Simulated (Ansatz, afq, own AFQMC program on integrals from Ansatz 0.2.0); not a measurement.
## Where AFQMC and coupled cluster stand for InH3⁺, doublet

```json
{"atom": "In", "x (Å)": "0.0000", "y (Å)": "-0.0162", "z (Å)": "0.0345"}
{"atom": "H", "x (Å)": "0.0000", "y (Å)": "2.3356", "z (Å)": "-0.0345"}
{"atom": "H", "x (Å)": "0.0000", "y (Å)": "-0.4411", "z (Å)": "-5.5985"}
{"atom": "H", "x (Å)": "0.0000", "y (Å)": "-0.0458", "z (Å)": "1.7026"}
```

Basis def2-SVP with its core potentials. Only valence electrons are correlated. AFQMC by an in-house program on the Cholesky factors that Ansatz 0.2.0 writes for its CCSD(T) run. ph-AFQMC/CISD is guided by a CISD state made of CCSD amplitudes; releasing the constraint for a short imaginary time cuts its bias at the price of noise, slowly where states lie close. Uncertainties: one standard error, sampling alone. No spin–orbit coupling.

Determinant: ROHF, the one that the program's search chose, which needn't be the lowest solution. The geometry is a point of a scan.

Full CI on the same integrals is exact in this basis and with this determinant's frozen core.

Cautions: no spin-orbit coupling; inner d shell frozen; a spin-contaminated unrestricted determinant lies lower (UHF 1.33 eV lower, ⟨S²⟩ 1.68); strong correlation (T1 0.059, weight of the determinant 0.80, largest double 0.32); the released energies are still falling, so no released level is given (meV from the phaseless value at times in 1/Eh: -0.8 ± 2.1 at 0.24, -2.0 ± 1.9 at 0.51, -5.8 ± 1.7 at 0.99, -6.8 ± 1.8 at 1.62, -13.1 ± 1.9 at 2.40).

The T1 diagnostic is 0.0588. The weight of the determinant in the CISD state is 0.798 and the size of the correlated space is 5 electrons in 32 orbitals.

Reference: full CI, correlation energy -2.674 eV.

| level | E − E(reference) (kcal/mol) | share of correlation (%) |
| --- | --- | --- |
| HF | 61.66 | 0.00 |
| MP2 | 24.41 | 60.41 |
| CCSD | 2.14 | 96.52 |
| CCSD(T) | 0.39 | 99.36 |
| CCSDT | -0.03 | 100.05 |
| CCSDT(Q) | -0.01 | 100.01 |
| CCSDTQ | 0.00 | 100.00 |
| ph-AFQMC/CISD | 0.61 ± 0.05 | 99.02 |

CCSDT and higher add their correlation energy to the determinant of the CCSD(T) run, since their own runs factorise the integrals more tightly (a shift of under 2 meV). A walk keeps the symmetry of its determinant, which the program's search chose and which needn't be the lowest solution, so a lower state of the same spin and another symmetry isn't excluded.
